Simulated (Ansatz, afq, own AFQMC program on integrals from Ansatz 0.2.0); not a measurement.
**AlBH2, singlet: AFQMC among the cluster methods**

```yaml
atoms:
  - { symbol: B, position_ang: [0.0000, 0.0000, 1.6580] }
  - { symbol: Al, position_ang: [0.0000, 0.0000, -0.8380] }
  - { symbol: H, position_ang: [0.0000, 1.0050, 2.3246] }
  - { symbol: H, position_ang: [0.0000, -1.0050, 2.3246] }
```

Connectivity, by distances: BH2–Al.

Basis cc-pVDZ. Only valence electrons are correlated. Ansatz 0.2.0 and our own AFQMC program on the same integrals; the CISD trial comes from CCSD amplitudes, and released means the phaseless constraint is let go. Free projection: walkers drawn from exp(T), propagated without any constraint. Its projection time is finite, and what remains of the start isn't in its error. Error bars are statistical, one sigma.

Determinant: RHF, the one that the program's search chose, which needn't be the lowest solution. The geometry is a point of a scan.

No full CI on the walks' own integrals is used here; CCSDT(Q) serves as the reference and is uncertain by about the last step of the cluster series.

Cautions: higher spins were not checked; restricted determinant unstable towards unrestricted (UHF 90 meV lower, ⟨S²⟩ 0.50).

- T1 diagnostic: 0.0124
- weight of the determinant in the CISD state: 0.870
- size of the correlated space: 8 electrons in 36 orbitals

```json
{"level": "MP2", "correlation energy (eV)": "-3.4101"}
{"level": "CCSD", "correlation energy (eV)": "-4.4406"}
{"level": "CCSD(T)", "correlation energy (eV)": "-4.5445"}
```

Q: Estimate where phaseless AFQMC with the Hartree–Fock trial lies against CCSD(T) on the same integrals.

A: 1.64 ± 1.60 mEh below CCSD(T). The gap is under twice the noise, so this walk alone can't tell the two apart.

Reference: CCSDT(Q), correlation energy -4.576 eV. The released energy is read at 2.40 1/Eh (meV from the phaseless value at times in 1/Eh: 5 ± 12 at 0.24, 2 ± 11 at 0.51, 1 ± 9 at 0.99, -4 ± 8 at 1.62, -5 ± 9 at 2.40).

```
         level  E − E(reference) (mEh)  share of correlation (%)
       CCSD(T)                    1.14                     99.32
         CCSDT                    0.21                     99.88
   ph-AFQMC/HF            -0.50 ± 1.60                    100.30
 ph-AFQMC/CISD             0.12 ± 0.33                     99.93
released AFQMC            -0.07 ± 0.34                    100.04
    free AFQMC            -0.67 ± 0.48                    100.40
```

Free projections are given only where their last times agree within the noise and don't stop above the reference; a slow remainder of the start can still hide under it. A walk keeps the symmetry of its determinant, which the program's search chose and which needn't be the lowest solution, so a lower state of the same spin and another symmetry isn't excluded. Released energies are given only where the last usable release times agree within the noise; a slower fall can still hide under it.
